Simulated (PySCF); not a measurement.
## Working out the electron affinity of F

F⁻ [Ne] (1S) → F [He] 2s2 2p5 (2P). All numbers are calculated (PySCF 2.14, scalar relativity by spin-free X2C-1e, in dyall-av3z (15s9p3d2f, 71 functions)). Frozen: 1s2; the 14 highest virtual orbitals dropped. Energies in hartree (1 hartree = 27.21139 eV):

| part | F⁻ (lower) | F (upper) |
| --- | --- | --- |
| UHF | -99.546039 | -99.503171 |
| CCSD correlation | -0.295447 | -0.223209 |
| (T) | -0.010726 | -0.004603 |

Problem. What does Hartree-Fock give?

Solution. (-99.503171) − (-99.546039) = 0.042868 hartree = 1.166 eV.

Problem. What do CCSD and CCSD(T) give?

Solution. The CCSD correlation energies differ by 0.072238 hartree = 1.966 eV and the triples by 0.006123 hartree = 0.167 eV, so CCSD gives 3.132 eV and CCSD(T) 3.299 eV.

A first-order spin-orbit estimate adds -0.018 eV to CCSD(T) (valence), giving 3.281 eV against 3.401 eV (measured; photodetachment measurements, as compiled on the Wikipedia data page of electron affinities).

What remains against the reference includes basis incompleteness, the frozen core and higher excitations.
